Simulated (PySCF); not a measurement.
# CH5Al: the cost of one run

Method: levels as typed in each script, gas phase, geometry from GFN2-xTB; program: PySCF 2.14.0.

**1. Starting geometry**

SMILES `C[AlH2]`, 7 atoms, charge 0, spin multiplicity 1.

Bond lengths: C1–Al2 1.984 Å, C1–H3 1.096 Å, C1–H4 1.099 Å, C1–H5 1.098 Å, Al2–H6 1.550 Å, Al2–H7 1.552 Å. Angles: Al2–C1–H3 113.2°, Al2–C1–H4 112.9°, Al2–C1–H5 111.5°, H3–C1–H4 105.8°, H3–C1–H5 106.5°, H4–C1–H5 106.4°, C1–Al2–H6 124.3°, C1–Al2–H7 123.2°, H6–Al2–H7 112.5°.

Geometry (Å):

```xyz
7

C     1.25943   -0.00135   -0.00060
Al   -0.72492   -0.00130   -0.00024
H     1.69037   -0.49869   -0.87651
H     1.68797   -0.51038    0.87406
H     1.66224    1.02002    0.00708
H    -1.59788   -1.28252    0.00034
H    -1.57530    1.29651    0.00170
```

**2. Density, bond paths and surface potential (B3LYP/def2-svpd)**

input.py

```python
import numpy as np
from pyscf import gto, scf, dft
from pyscf.scf import atom_ks, atom_hf
from scipy.linalg import block_diag

def solve(mol, dm0=None, hcore=None):
    mf = (dft.UKS if mol.spin else dft.RKS)(mol, xc='b3lyp')
    mf.grids.level = 3
    mf = mf.density_fit(auxbasis='def2-universal-jkfit')
    mf.conv_tol, mf.max_cycle = 1e-8, 80
    if hcore is not None:
        mf.get_hcore = lambda *args: hcore
    mf.kernel(dm0)
    if not mf.converged:
        mf = mf.newton().run(mf.mo_coeff, mf.mo_occ, max_cycle=30)
    assert mf.converged, 'SCF not converged'
    return mf

mol = gto.M(atom='''
C      1.25943    -0.00135    -0.00060
Al    -0.72492    -0.00130    -0.00024
H      1.69037    -0.49869    -0.87651
H      1.68797    -0.51038     0.87406
H      1.66224     1.02002     0.00708
H     -1.59788    -1.28252     0.00034
H     -1.57530     1.29651     0.00170
''', basis='def2-svpd', charge=0, spin=0, verbose=4)
mf = solve(mol)
mf.analyze()
# spherically averaged free atoms, for the promolecule
atm = atom_ks.get_atm_nrks(mol, xc='b3lyp')
pro = block_diag(*[(atm[a[0]][2] * atm[a[0]][3]) @ atm[a[0]][2].T for a in mol._atom])
np.savez('result.npz', e=mf.e_tot, c=mf.mo_coeff, occ=mf.mo_occ, eps=mf.mo_energy, pro=pro, dip=mf.dip_moment(verbose=0), s2=mf.spin_square()[0])
```

Run with:

```sh
OMP_NUM_THREADS=1 python input.py
```

**Question.** How long does this run take on 1 thread of Arm Neoverse V2, shared host, and how much memory does it need?

About 4.8 s, with a peak of 0.35 GiB.
